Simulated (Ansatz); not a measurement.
**Nudged elastic band run: H7Si2**

Input file:

```yaml
crystal:
  periodic: [false, false, false]
  atoms:
    - { symbol: Si, position_ang: [-0.001758, -0.00039, -0.686164] }
    - { symbol: H, position_ang: [0.003208, 0.000326, 0.807996] }
    - { symbol: H, position_ang: [1.404863, -0.000226, -1.188617] }
    - { symbol: H, position_ang: [-0.707141, 1.21856, -1.18276] }
    - { symbol: H, position_ang: [-0.706853, -1.219803, -1.181893] }
    - { symbol: Si, position_ang: [0.009486, 0.001485, 4.422941] }
    - { symbol: H, position_ang: [-0.771542, -1.200804, 4.846365] }
    - { symbol: H, position_ang: [1.424884, -0.067006, 4.898178] }
    - { symbol: H, position_ang: [-0.653749, 1.267859, 4.857554] }
magnetization:
  spin_polarized: true
  initial_magnetization: 1
basis:
  gaussian: { orbitals: cc-pVDZ }
hamiltonian:
  xc: r2scanh
neb:
  order_check: false
  images: 5
  f_tol: 0.05
  max_iterations: 60
  max_displacement: 0.5
  optimiser: fire
  final_atoms:
    - { symbol: Si, position_ang: [0.01290356, -0.00150652, -0.95777842] }
    - { symbol: H, position_ang: [-0.01502809, 0.00086406, 2.65732291] }
    - { symbol: H, position_ang: [1.43091691, -0.0001418, -1.4302424] }
    - { symbol: H, position_ang: [-0.70938386, 1.23520889, -1.3847247] }
    - { symbol: H, position_ang: [-0.70918187, -1.23586625, -1.39160662] }
    - { symbol: Si, position_ang: [-0.00487132, 0.00048693, 4.1514918] }
    - { symbol: H, position_ang: [-0.76203827, -1.18432253, 4.65466986] }
    - { symbol: H, position_ang: [1.40493117, -0.06624553, 4.63987698] }
    - { symbol: H, position_ang: [-0.64685023, 1.25152375, 4.65459058] }
  initial_path:
    images:
      - { positions_ang: [[-0.001758, -0.00039, -0.686164], [0.003208, 0.000326, 0.807996], [1.404863, -0.000226, -1.188617], [-0.707141, 1.21856, -1.18276], [-0.706853, -1.219803, -1.181893], [0.009486, 0.001485, 4.422941], [-0.771542, -1.200804, 4.846365], [1.424884, -0.067006, 4.898178], [-0.653749, 1.267859, 4.857554]] }
      - { positions_ang: [[-0.00103979, -0.00023195, -0.45744266], [0.00214032, 0.00021774, 1.10866399], [1.39567799, -0.00011345, -0.95437287], [-0.70049246, 1.20954193, -0.95060657], [-0.7002982, -1.21030007, -0.95006709], [0.00619128, 0.00096194, 4.10529397], [-0.76239683, -1.18660597, 4.5499678], [1.40798611, -0.06633864, 4.58468921], [-0.64637042, 1.25286947, 4.55747422]] }
      - { positions_ang: [[-0.00032158, -7.39e-05, -0.22872133], [0.00107264, 0.00010947, 1.40933198], [1.38649298, -9.0e-07, -0.72012874], [-0.69384391, 1.20052386, -0.71845313], [-0.69374339, -1.20079714, -0.71824119], [0.00289655, 0.00043889, 3.78764694], [-0.75325166, -1.17240794, 4.2535706], [1.39108823, -0.06567127, 4.27120042], [-0.63899185, 1.23787993, 4.25739445]] }
      - { positions_ang: [[0.00039664, 8.416e-05, 1.0e-08], [4.96e-06, 1.21e-06, 1.70999996], [1.37730796, 0.00011164, -0.48588462], [-0.68719537, 1.19150579, -0.4862997], [-0.68718859, -1.19129421, -0.48641528], [-0.00039817, -8.417e-05, 3.46999992], [-0.74410649, -1.15820991, 3.95717341], [1.37419034, -0.06500391, 3.95771163], [-0.63161327, 1.2228904, 3.95731467]] }
      - { positions_ang: [[0.00456561, -0.00044607, -0.31925947], [-0.00500606, 0.00028882, 2.02577428], [1.39517761, 2.716e-05, -0.80067054], [-0.69459153, 1.20607349, -0.7857747], [-0.69451968, -1.20615155, -0.78814573], [-0.00188922, 0.0001062, 3.69716388], [-0.75008375, -1.16691412, 4.18967222], [1.38443728, -0.06541778, 4.18510008], [-0.63669226, 1.23243485, 4.18973998]] }
      - { positions_ang: [[0.00873459, -0.00097629, -0.63851894], [-0.01001707, 0.00057644, 2.34154859], [1.41304726, -5.732e-05, -1.11545647], [-0.7019877, 1.22064119, -1.0852497], [-0.70185078, -1.2210089, -1.08987617], [-0.00338027, 0.00029657, 3.92432784], [-0.75606101, -1.17561833, 4.42217104], [1.39468423, -0.06583166, 4.41248853], [-0.64177125, 1.2419793, 4.42216528]] }
      - { positions_ang: [[0.01290356, -0.00150652, -0.95777842], [-0.01502809, 0.00086406, 2.65732291], [1.43091691, -0.0001418, -1.4302424], [-0.70938386, 1.23520889, -1.3847247], [-0.70918187, -1.23586625, -1.39160662], [-0.00487132, 0.00048693, 4.1514918], [-0.76203827, -1.18432253, 4.65466986], [1.40493117, -0.06624553, 4.63987698], [-0.64685023, 1.25152375, 4.65459058]] }
```

Run as:

```bash
$ ansatz run input.yaml --threads 2 --pin off --max-ram 3072MiB --backend cpu --events-out ev --progress --plain --runs-dir out
```

Output, in part (warnings, iteration lines, the closing report on the highest movable image, with atoms numbered from 0):

```
NEB end point (image 0): max|allowed force component| = 8.748e-3 eV/Å (the criterion of neb.relax_end_points is 1.000e-2)
NEB end point (image 6): max|allowed force component| = 6.033e-3 eV/Å (the criterion of neb.relax_end_points is 1.000e-2)
NEB iter   1: max|band force component| = 1.805e0 eV/Å  barrier→ = 0.3649 eV  barrier← = 0.3649 eV  Δτ_max = 0.0260 Å  (177 SCF iters)
NEB iter   2: max|band force component| = 1.132e0 eV/Å  barrier→ = 0.3282 eV  barrier← = 0.3282 eV  Δτ_max = 0.0415 Å  (131 SCF iters)
NEB iter   3: max|band force component| = 6.138e-1 eV/Å  barrier→ = 0.2950 eV  barrier← = 0.2950 eV  Δτ_max = 0.0022 Å  (138 SCF iters)
NEB iter   4: max|band force component| = 5.280e-1 eV/Å  barrier→ = 0.2935 eV  barrier← = 0.2935 eV  Δτ_max = 0.0041 Å  (111 SCF iters)
NEB iter   5: max|band force component| = 4.377e-1 eV/Å  barrier→ = 0.2906 eV  barrier← = 0.2907 eV  CI = image 3  Δτ_max = 0.0054 Å  (117 SCF iters)
NEB iter   6: max|band force component| = 4.229e-1 eV/Å  barrier→ = 0.2870 eV  barrier← = 0.2870 eV  CI = image 3  Δτ_max = 0.0065 Å  (116 SCF iters)
NEB iter   7: max|band force component| = 3.970e-1 eV/Å  barrier→ = 0.2830 eV  barrier← = 0.2830 eV  CI = image 3  Δτ_max = 0.0082 Å  (119 SCF iters)
NEB iter   8: max|band force component| = 3.551e-1 eV/Å  barrier→ = 0.2793 eV  barrier← = 0.2793 eV  CI = image 3  Δτ_max = 0.0013 Å  (119 SCF iters)
NEB iter   9: max|band force component| = 3.417e-1 eV/Å  barrier→ = 0.2789 eV  barrier← = 0.2789 eV  CI = image 3  Δτ_max = 0.0025 Å  (101 SCF iters)
NEB iter  10: max|band force component| = 3.158e-1 eV/Å  barrier→ = 0.2783 eV  barrier← = 0.2783 eV  CI = image 3  Δτ_max = 0.0037 Å  (110 SCF iters)
NEB iter  11: max|band force component| = 2.792e-1 eV/Å  barrier→ = 0.2774 eV  barrier← = 0.2774 eV  CI = image 3  Δτ_max = 0.0047 Å  (113 SCF iters)
NEB iter  12: max|band force component| = 2.347e-1 eV/Å  barrier→ = 0.2765 eV  barrier← = 0.2765 eV  CI = image 3  Δτ_max = 0.0055 Å  (114 SCF iters)
NEB iter  13: max|band force component| = 1.864e-1 eV/Å  barrier→ = 0.2756 eV  barrier← = 0.2756 eV  CI = image 3  Δτ_max = 0.0060 Å  (115 SCF iters)
NEB iter  14: max|band force component| = 1.935e-1 eV/Å  barrier→ = 0.2749 eV  barrier← = 0.2749 eV  CI = image 3  Δτ_max = 0.0070 Å  (114 SCF iters)
NEB iter  15: max|band force component| = 1.759e-1 eV/Å  barrier→ = 0.2745 eV  barrier← = 0.2745 eV  CI = image 3  Δτ_max = 0.0078 Å  (112 SCF iters)
NEB iter  16: max|band force component| = 1.343e-1 eV/Å  barrier→ = 0.2744 eV  barrier← = 0.2744 eV  CI = image 3  Δτ_max = 0.0085 Å  (116 SCF iters)
NEB iter  17: max|band force component| = 6.951e-2 eV/Å  barrier→ = 0.2747 eV  barrier← = 0.2747 eV  CI = image 3  Δτ_max = 0.0004 Å  (119 SCF iters)
NEB iter  18: max|band force component| = 6.345e-2 eV/Å  barrier→ = 0.2746 eV  barrier← = 0.2746 eV  CI = image 3  Δτ_max = 0.0008 Å  (98 SCF iters)
NEB iter  19: max|band force component| = 5.405e-2 eV/Å  barrier→ = 0.2745 eV  barrier← = 0.2745 eV  CI = image 3  Δτ_max = 0.0012 Å  (99 SCF iters)
NEB iter  20: max|band force component| = 4.571e-2 eV/Å  barrier→ = 0.2744 eV  barrier← = 0.2744 eV  CI = image 3  Δτ_max = 0.0175 Å  (101 SCF iters)
NEB iter  21: max|band force component| = 1.403e-1 eV/Å  barrier→ = 0.2734 eV  barrier← = 0.2734 eV  CI = image 3  Δτ_max = 0.0163 Å  (26 SCF iters)
NEB iter  22: max|band force component| = 1.543e-2 eV/Å  barrier→ = 0.2734 eV  barrier← = 0.2734 eV  CI = image 3  Δτ_max = 0.0000 Å  (246 SCF iters)
Total energy: -15864.80797189 eV, -583.0209394140 hartree
Atom 0 at     0.000900     0.000067    -0.041775 Å, force    -0.000497    -0.000002     0.003577 eV/Å
Atom 1 at    -0.000144    -0.000052     1.732418 Å, force     0.000027    -0.000001    -0.001217 eV/Å
Atom 2 at     1.418181     0.000272    -0.518741 Å, force     0.001742     0.000087    -0.000531 eV/Å
Atom 3 at    -0.707754     1.227352    -0.519029 Å, force    -0.000812     0.001315    -0.000713 eV/Å
Atom 4 at    -0.707488    -1.227274    -0.519282 Å, force    -0.000656    -0.001412    -0.000701 eV/Å
Atom 5 at    -0.000655    -0.000082     3.507310 Å, force     0.000243     0.000029    -0.004551 eV/Å
Atom 6 at    -0.766401    -1.192601     3.984357 Å, force    -0.001264    -0.001771     0.001274 eV/Å
Atom 7 at     1.415096    -0.067097     3.983947 Å, force     0.002148    -0.000199     0.001536 eV/Å
Atom 8 at    -0.650336     1.259415     3.984396 Å, force    -0.000932     0.001953     0.001327 eV/Å
Dipole moment:    -0.000008    -0.000004     0.000036 e Å
```

The run converged. The band force fell under the threshold earlier too, but the program's further tests of the path sent the band on. Another band between the same ends (5 images) ends at a top of the same energy, where a vibrational analysis finds 1 clearly imaginary mode.

Final band (atoms are numbered from 1 in the order of the input):

| image | path coordinate (Å) | energy (eV) | Si1–H2 (Å) | H2–Si6 (Å) |
| --- | --- | --- | --- | --- |
| 0 | 0.00 | 0.000 | 1.49 | 3.61 |
| 1 | 0.81 | 0.011 | 1.50 | 3.08 |
| 2 | 1.62 | 0.074 | 1.51 | 2.54 |
| 3 | 2.43 | 0.273 | 1.77 | 1.77 |
| 4 | 3.24 | 0.074 | 2.54 | 1.51 |
| 5 | 4.05 | 0.011 | 3.08 | 1.50 |
| 6 | 4.85 | 0.000 | 3.62 | 1.49 |

The run took 5.2 min on 2 threads of Arm Neoverse V1 (shared host), peak memory 0.22 GiB.
